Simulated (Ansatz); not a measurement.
`B[CH2][AlH2]` and `BCCl` differ in one atom or group.

Ansatz, PBE0-D4/def2-TZVP geometries, multiplicity 1. 

| property | `B[CH2][AlH2]` |
| --- | --- |
| size of the dipole moment (B3LYP/def2-TZVPP) / D | 1.24 |
| size of the dipole moment (ωB97M-V/def2-TZVPP) / D | 1.24 |
| LUMO energy (B3LYP/def2-TZVPP) / eV | -2.25 |
| HOMO–LUMO gap (B3LYP/def2-TZVPP) / eV | 5.84 |
| HOMO energy (B3LYP/def2-TZVPP) / eV | -8.09 |
| HOMO–LUMO gap (PBE/def2-TZVPP) / eV | 4.28 |

**Question.** What does the change do to each property? (An estimate is asked.)

**Answer.** The calculation gave: 
```json
{"property": "size of the dipole moment (B3LYP/def2-TZVPP) / D", "`BCCl`": "1.82", "shift": "0.58"}
{"property": "size of the dipole moment (ωB97M-V/def2-TZVPP) / D", "`BCCl`": "1.81", "shift": "0.57"}
{"property": "LUMO energy (B3LYP/def2-TZVPP) / eV", "`BCCl`": "-2.03", "shift": "0.22"}
{"property": "HOMO–LUMO gap (B3LYP/def2-TZVPP) / eV", "`BCCl`": "5.91", "shift": "0.07"}
{"property": "HOMO energy (B3LYP/def2-TZVPP) / eV", "`BCCl`": "-7.94", "shift": "0.15"}
{"property": "HOMO–LUMO gap (PBE/def2-TZVPP) / eV", "`BCCl`": "3.97", "shift": "-0.31"}
```

With PBE0 the HOMO rises by 0.12 eV and the LUMO rises by 0.26 eV, so the gap widens by about 0.14 eV. PBE moves the HOMO by 0.37 eV and ωB97M-V by -0.01 eV. The zero-point energy changes by -32.1 kJ/mol with -6 modes. Dipoles are sizes alone; their direction can turn.

B3LYP here is the variant with VWN-RPA as its local correlation; programs differ in this.
